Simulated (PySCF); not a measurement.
Species: anisole (`COc1ccccc1`). The columns A, B, C and D hold Mulliken, IAO, Hirshfeld and ESP-fitted charges (e) of one PBE0/pcSseg-2 density (PySCF), in a shuffled order. Coordinates in Å (PBE0-D3(BJ)/def2-TZVP); the density's dipole moment is (-0.88, 0.70, 0.67) D.

| atom | x | y | z | A | B | C | D |
| --- | --- | --- | --- | --- | --- | --- | --- |
| C1 | -2.638 | 0.283 | -0.251 | -0.041 | -0.215 | +0.126 | -0.122 |
| O2 | -1.586 | -0.407 | -0.877 | -0.112 | -0.333 | -0.398 | -0.348 |
| C3 | -0.339 | -0.238 | -0.379 | +0.072 | +0.212 | +0.395 | +0.577 |
| C4 | 0.680 | -0.917 | -1.045 | -0.071 | -0.189 | -0.085 | -0.459 |
| C5 | 1.984 | -0.807 | -0.605 | -0.050 | -0.144 | -0.011 | +0.030 |
| C6 | 2.296 | -0.022 | 0.499 | -0.069 | -0.181 | -0.033 | -0.301 |
| C7 | 1.280 | 0.649 | 1.155 | -0.052 | -0.141 | -0.072 | -0.085 |
| C8 | -0.038 | 0.550 | 0.726 | -0.079 | -0.228 | -0.131 | -0.329 |
| H9 | -3.539 | 0.036 | -0.809 | +0.058 | +0.168 | +0.060 | +0.126 |
| H10 | -2.763 | -0.032 | 0.791 | +0.047 | +0.137 | +0.028 | +0.078 |
| H11 | -2.482 | 1.367 | -0.281 | +0.047 | +0.137 | +0.027 | +0.077 |
| H12 | 0.422 | -1.525 | -1.904 | +0.052 | +0.163 | +0.025 | +0.188 |
| H13 | 2.769 | -1.340 | -1.131 | +0.053 | +0.156 | +0.023 | +0.118 |
| H14 | 3.320 | 0.062 | 0.842 | +0.049 | +0.153 | +0.021 | +0.162 |
| H15 | 1.506 | 1.265 | 2.018 | +0.051 | +0.154 | +0.021 | +0.140 |
| H16 | -0.815 | 1.084 | 1.258 | +0.046 | +0.152 | +0.005 | +0.148 |

Q: Which column most likely holds the ESP-fitted charges?

A: D. Σ q r misses the density's dipole by 0.02 D (D), 0.44 D (B), 0.52 D (A), 0.74 D (C). Charges fitted to the outside potential are the only set here that is tied to the molecule's multipoles.

Q: And the Hirshfeld charges?

A: A. The mean sizes are 0.059 e (A), 0.091 e (C), 0.179 e (B), 0.205 e (D), and Hirshfeld charges are commonly the smallest of these schemes.

As computed, A = Hirshfeld, B = IAO, C = Mulliken, D = ESP-fitted. Hydrogens on carbon: Hirshfeld +0.05 to +0.06, IAO +0.14 to +0.17, Mulliken +0.01 to +0.06, ESP-fitted +0.08 to +0.19 e.

The IAO scheme projects the occupied orbitals on a minimal set of polarised atomic orbitals and counts the electrons in each atom's part of it. The Mulliken scheme gives each basis function's population to the atom it is centred on and halves the overlap population of two atoms between them.

Isolated species at its PBE0-D3(BJ)/def2-TZVP geometry (one conformer only).

Conformer computed: `[CH3:1][O:2][c:3]1[cH:4][cH:5][cH:6][cH:7][cH:8]1`: C1–O2–C3–C4 -179°.
